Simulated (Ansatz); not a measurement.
# AlH3− (quartet): the correlation ladder, aug-cc-pVTZ

Aim: climb from Hartree-Fock through coupled cluster and multireference methods for AlH3− (quartet) at one geometry and basis, and see what each rung misses.

The runs use Ansatz 0.2.0, Gaussian basis; aug-cc-pVTZ, correlated electrons: outside noble gas.

Plan: UHF; CCSD(T) on ROHF; CCSD(T) on UHF; BCCD(T) on ROHF; CCSDT(Q) on ROHF; CCSDT(Q) on UHF; CASSCF and NEVPT2, 7 electrons in 7 orbitals.

## Step 1: The geometry

The geometry is a PBE0/def2-TZVPD stationary point (not a proven minimum) of the parent state, kept for this charge and spin.

4 atoms, charge -1, spin multiplicity 4.

Atoms are counted from 1 here; the program's logs count them from 0.

Bond lengths: Al1–H2 1.640 Å, Al1–H3 1.640 Å, Al1–H4 1.640 Å. Angles: H2–Al1–H3 110.9°, H2–Al1–H4 110.9°, H3–Al1–H4 110.9°.

In the tables R marks a restricted open-shell determinant and U an unrestricted one; 'valence' is the active space of 7 electrons in 7 orbitals; correlation energies count from the lowest restricted Hartree-Fock solution.

## Step 2: UHF

in.yaml reads:

```yaml
crystal:
  periodic: [false, false, false]
  atoms:
    - {symbol: Al, position_ang: [0.000089, -0.000115, -0.050932]}
    - {symbol: H, position_ang: [1.559162, 0.012743, 0.457166]}
    - {symbol: H, position_ang: [-0.790913, 1.346129, 0.450047]}
    - {symbol: H, position_ang: [-0.770631, -1.355790, 0.456190]}
basis:
  gaussian: {orbitals: aug-cc-pVTZ}
total_charge: -1
magnetization: {spin_polarized: true, initial_magnetization: 3}
hamiltonian: {xc: hf}
output: {orbitals: {seedname: orbitals}}
```

The run is started by

```console
ansatz run in.yaml --threads 1 --pin off --events-out ev --progress --plain --max-ram 4096MiB --backend cpu
```

Further steps of the session: CCSD(T) on ROHF; CCSD(T) on UHF; BCCD(T) on ROHF; CCSDT(Q) on ROHF; CCSDT(Q) on UHF; CASSCF and NEVPT2, 7 electrons in 7 orbitals.

Q: Predict the results of all the runs planned. Wanted: correlation energy, UCCSDT(Q); RMP2 from UCCSDT(Q); UMP2 from UCCSDT(Q); RCCSD from UCCSDT(Q); RCCSD(T) from UCCSDT(Q); UCCSD(T) from UCCSDT(Q); RCCSDT(Q) from UCCSDT(Q); NEVPT2 valence from UCCSDT(Q); T1 diagnostic.

**Answer**, as computed:

| quantity | value |
| --- | --- |
| correlation energy, UCCSDT(Q) | -3.0850 eV |
| RMP2 from UCCSDT(Q) | +84.0 kJ/mol |
| UMP2 from UCCSDT(Q) | +81.7 kJ/mol |
| RCCSD from UCCSDT(Q) | +16.0 kJ/mol |
| RCCSD(T) from UCCSDT(Q) | +5.9 kJ/mol |
| UCCSD(T) from UCCSDT(Q) | +5.7 kJ/mol |
| RCCSDT(Q) from UCCSDT(Q) | +0.2 kJ/mol |
| NEVPT2 valence from UCCSDT(Q) | +80.2 kJ/mol |
| levels of the table within 1 kcal/mol (43 meV) | RCCSDT, UCCSDT, RCCSDT(Q) |
| T1 diagnostic | 0.057 |
| effectively unpaired electrons | 3.01 |

RCCSD(T) lands +5.9 kJ/mol from the yardstick (2.0 % of the correlation energy). The occupations are near whole numbers, but T1 = 0.057 shows that the orbitals relax strongly. These misses are within one basis, not against nature; the frozen cores of restricted and unrestricted runs differ, which can shift their rows. The highest orbital lies above zero: the basis alone holds the extra electron.
